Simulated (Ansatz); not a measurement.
We consider zinc-blende BeTe, described by LDA in Ansatz (PAW).

Run with plane-wave cutoff 520 eV, 10×10×10 k mesh, scalar-relativistic PAW data made under PBE.

Computed at the level's own relaxed cell.

Hill averages of the elastic tensor: K = 63.8 GPa, G = 43.1 GPa. Volume 21.420 Å³/atom, mean atomic mass 68.306 u.

Problem. Work out the density, the sound velocities of a polycrystal and the elastic Debye temperature at this level.

Solution. ρ = 1.66054 × 68.306/21.420 = 5.295 g/cm³. v_l = √[(K + 4G/3)/ρ] = 4.786 km/s and v_t = √(G/ρ) = 2.853 km/s. The mean follows from 3/v_m³ = 1/v_l³ + 2/v_t³: v_m = 3.158 km/s. Θ_D = (ħ/k_B) v_m (6π²/V)^(1/3) = 76.38 K Å s/km × 3.158 × 1.4035 Å⁻¹ = 339 K, counting all atoms of the cell.

Ansatz is an electronic-structure program.
